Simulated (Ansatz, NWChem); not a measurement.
# Worked example: the enthalpy of formation of NF3 (nitrogen trifluoride)

NF3: 4 atoms, total charge 0, spin state singlet. As SMILES, `FN(F)F`. The shape is that of a PBE0-D4/def2-TZVP optimisation.

Total energies at MP2/cc-pVTZ, 4 core orbitals frozen (NWChem 7.3.0); the atoms run unrestricted:

| species | state | energy (Eh) |
| --- | --- | --- |
| NF3 | singlet | -353.643042 |
| F | doublet | -99.605360 |
| N | quartet | -54.496617 |

Harmonic wavenumbers at PBE0-D4/def2-TZVP, in cm⁻¹: 513, 513, 682, 953, 953, 1092.

Measured heats of formation of the gaseous atoms at 298.15 K, in kJ/mol: F 79.4, N 472.4. Spin-orbit lowering of the atoms at 298 K (mean of the ground term's levels less their thermal mean, from spectra), in kJ/mol: F 1.29. Take 1 Eh = 2625.50 kJ/mol, 1 cm⁻¹ = 0.0119627 kJ/mol, RT = 2.479 kJ/mol.

Q: Work out the heat of formation of the gas at 298 K.

A: 
1. Electronic atomisation energy: 3 × (-99.605360) + (-54.496617) − (-353.643042) = 0.330345 Eh = 867.3 kJ/mol.
2. Zero-point energy: half the sum of the wavenumbers, 2353 cm⁻¹ = 28.1 kJ/mol.
3. Thermal vibrational enthalpy, Σ hcν̃/(exp(hcν̃/kT) − 1): 1.7 kJ/mol. Translation, rotation and pV of a non-linear molecule: 4 RT = 9.9 kJ/mol.
4. The 4 free atoms carry 5/2 RT each: 24.8 kJ/mol.
5. Spin-orbit coupling lowers the free atoms by 3 × 1.29 = 3.9 kJ/mol.
6. Atomisation enthalpy at 298 K: 867.3 − 3.9 − 28.1 − 1.7 − 9.9 + 24.8 = 848.5 kJ/mol.
7. Sum of the atoms' heats of formation: 710.6 kJ/mol. Heat of formation: 710.6 − 848.5 = -137.9 kJ/mol.

The tabulated value is -132.1 kJ/mol (NIST-JANAF tables), so this level is off by -5.8 kJ/mol, or 0.7 % of the atomisation enthalpy that the table implies (842.6 kJ/mol). Anharmonicity and any spin-orbit splitting of the molecule are left out, and cores are frozen in the wave-function part.
